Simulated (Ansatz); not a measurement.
Born–Oppenheimer molecular dynamics of C4H9N (14 atoms, charge 0, multiplicity 1). It starts from a relaxed structure.

Method: Ansatz, RKS PBE0/6-31G.

| Property | Result |
| --- | --- |
| ensemble | NVE (velocity Verlet) |
| time step | 0.5 fs |
| steps asked | 500 |
| starting velocities drawn for | 50 K |
| seed | 409685 |

First frame:

```xyz
14
Properties=species:S:1:pos:R:3
C -1.244 0.838 -0.689
C -0.414 0.394 0.508
C 1.125 0.400 0.266
C 1.036 -1.144 0.131
N -0.327 -1.079 0.709
H -2.304 0.593 -0.545
H -1.171 1.922 -0.837
H -0.901 0.345 -1.608
H -0.744 0.924 1.409
H 1.465 0.949 -0.615
H 1.696 0.721 1.139
H 1.086 -1.484 -0.914
H 1.748 -1.729 0.721
H -1.064 -1.678 0.353
```

How far do the bonds stretch over the last three quarters of this one trajectory? (Pairs bonded in most of those frames.)


```csv
bond,mean (Å),spread (Å),shortest,longest
C1–C2,1.523,0.005,1.51,1.54
C1–H6,1.097,0.009,1.08,1.11
C1–H7,1.097,0.006,1.09,1.11
C1–H8,1.097,0.004,1.09,1.11
C2–C3,1.558,0.011,1.54,1.58
C2–N5,1.490,0.009,1.47,1.51
C2–H9,1.097,0.007,1.09,1.11
C3–C4,1.553,0.014,1.52,1.58
C3–H10,1.092,0.009,1.08,1.11
C3–H11,1.092,0.006,1.08,1.10
C4–N5,1.482,0.010,1.46,1.50
C4–H12,1.101,0.005,1.09,1.11
C4–H13,1.094,0.003,1.09,1.10
N5–H14,1.015,0.007,1.00,1.03
```

Mean temperature of the second half: 25 K. The conserved energy stayed within 0.031 meV per atom of its start (net change 0.013 meV per atom), so the integration is sound. Over the second half the temperature averaged 0.50 of the 50 K drawn at the start: a run that starts near a minimum puts about half its kinetic energy into the potential. A run of 0.25 ps of so small a system gives no equilibrium averages. Limits of this set-up: no polarisation functions.

Time of the run: 23 min on 1 thread of Arm Neoverse V1 (shared host), peak memory 0.12 GiB.
